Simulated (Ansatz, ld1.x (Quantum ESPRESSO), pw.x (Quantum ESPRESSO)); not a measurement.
# Cd: one change to the RRKJ potential, in the atom and in the fcc crystal

```json
{
  "Element": "cadmium (Cd)",
  "Generator": "ld1.x (Quantum ESPRESSO) 7.5",
  "Type": "norm-conserving RRKJ (Kleinman–Bylander form)",
  "Functional": "LDA (PW92)",
  "Relativity": "scalar-relativistic",
  "Frozen core": "[Kr]",
  "Valence charge": "12",
  "Reference configuration": "4d10 5s2 5p0",
  "Partial waves": "5p (bound, empty): rc 2.70 bohr; 4d (bound): rc 1.45 bohr; 4f channel at 0.35 Ry: rc 2.70 bohr; 5s (bound): rc 2.10 bohr",
  "Local potential": "the s channel",
  "Core correction": "a·sin(br)/r model core inside 1.40 bohr"
}
```

Change: wave 5s (bound): rc 2.10 bohr becomes 5s (bound): rc 1.88 bohr.

Cutoffs, loose and tight: the cutoffs (Ry, on a coarse ladder) from which the occupation-weighted sum of valence levels, in a spherical-Bessel basis at the reference potential, stays within 10 and 1 mRy of its value at 400 Ry. They do not see the model core or the augmentation charge, which bear on the density cutoff. Test errors are all-electron minus pseudo excitation energies from the reference, over the configurations 4d10 5s1 5p0; 4d10 5s0 5p0; 4d9 5s0 5p0; 4d10 5s1.5 5p0; 4d8 5s0 5p0; 4d10 5s0 5p1; 4d10 5s1 5p1 (two spin-polarised tests are not counted in the largest error); variants that change the core or the reference have their own tests.

Crystal test: fcc Cd in pw.x 7.5, no spin, 13³ k-points, Fermi–Dirac smearing 0.01 Ry, cutoffs set for each file from its atomic test. The reference is all-electron LAPW (Ansatz 0.2.0) with the same functional, mesh and smearing; V0 and B0 come from Birch–Murnaghan fits to the pressures at five volumes. Errors are pseudo minus all-electron; Δ is the rms difference of the E(V) curves that follow from these fits, minima aligned, over ±6 % about the mean V0. Mesh and smearing are coarse, so the numbers serve the comparison and aren't converged zero-temperature values; the lattice is a test structure that the element need not adopt.

All-electron: a0 = 4.306 Å (V0 = 19.96 Å³/atom), B0 = 68.9 GPa.

Q: Does the change bring the crystal closer to the all-electron result?

A: The mean pressure error goes from +1.45 to +1.25 GPa, so the change moves the solid closer to the all-electron pressures.

| quantity | base | changed |
| --- | --- | --- |
| outcome (atom) | generated | generated |
| cutoff, loose (atom) | 70 Ry | 70 Ry |
| cutoff, tight (atom) | 80 Ry | 80 Ry |
| bound ghosts (atom) | none | none |
| largest test error (meV) (atom) | -929 | -954 |
| cutoffs in pw.x (Ry) | 100/400 | 100/400 |
| a0 (Å) | 4.335 | 4.331 |
| a0 error (%) | +0.69 | +0.60 |
| B0 error (%) | -4.0 | -3.3 |
| Δ (meV/atom) | 6.2 | 5.4 |
| mean pressure error (GPa) | +1.45 | +1.25 |

Base: This is a poor potential for the solid. Changed file: This is a poor potential for the solid. The atomic cutoffs weigh occupied waves only.
